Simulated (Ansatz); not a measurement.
A calculation with Ansatz (development build ahead of 0.2.0).

```yaml
crystal:
  periodic: [false, false, false]
  atoms:
    - { symbol: C, position_ang: [0.00189, -0.00577, -0.17168] }
    - { symbol: H, position_ang: [0.00306, 0.85367, 0.53406] }
    - { symbol: H, position_ang: [-0.00719, -0.85535, 0.53652] }
basis:
  gaussian: { orbitals: cc-pVDZ }
hamiltonian:
  xc: hf
```

The input is written out in the form of the current development build from the run's settings.

The run gave:

```
Converged                       : yes
Total energy                    : -38.88099 hartree
Spin squared of the determinant : 0.000
```

Caution: in another basis set an unrestricted determinant lies well below; another spin multiplicity may lie lower.
